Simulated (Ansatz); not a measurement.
`FC1=CCC1F` → `C=C(F)C(=C)F`  (isomerisation)

Calculated with Ansatz (gas phase, PBE0-D4/def2-TZVP geometries, no zero-point term in ΔE). CBS: MP2 limit from def2 TZ/QZ plus the TZ coupled-cluster correction, frozen cores. DFT in def2-TZVPP. Each species was taken in one conformer, which may not be the lowest.

`FC1=CCC1F`:

Cartesian coordinates in Å:
```
F 2.057 -0.260 1.207
C 0.919 -0.010 0.592
C 0.058 1.002 0.615
C -0.847 0.329 -0.400
C 0.126 -0.878 -0.326
F 0.723 -1.235 -1.510
H -0.015 1.927 1.169
H -0.853 0.784 -1.391
H -1.871 0.123 -0.079
H -0.296 -1.782 0.122
```

`C=C(F)C(=C)F`:

Z-matrix (Å, degrees):
```
C
C 1 1.324
H 1 1.079 2 119.7
H 1 1.081 2 120.6 3 180.0
F 2 1.338 1 120.8 3 -180.0
C 2 1.457 1 126.4 3 0.0
C 6 1.324 2 126.4 1 -180.0
F 6 1.338 2 112.8 1 0.0
H 7 1.081 6 120.6 2 180.0
H 7 1.080 6 119.7 2 0.0
```

```csv
species,PBE-D4 energy (Eh)
`FC1=CCC1F`,-354.21720
`C=C(F)C(=C)F`,-354.23302
```

(1) Work out ΔE.

Largest T1 diagnostic among the species: 0.012.

## Answers

(1) ΔE = (-354.23302) − (-354.21720) = -0.01582 Eh = -9.9 kcal/mol. CCSD(T)/CBS gives -10.0 kcal/mol.

From PBE to PBE0 (25 % exact exchange), in def2-TZVPP and without D4, ΔE moves by +2.1 kcal/mol. At CCSD(T), def2-SVP lies −1.4 kcal/mol from the extrapolated value and def2-TZVPP −0.2 kcal/mol. In def2-TZVPP, CCSD(T) changes the Hartree–Fock value by +2.9 kcal/mol (the triples alone add −0.3 kcal/mol) and MP2 by +5.0 kcal/mol.
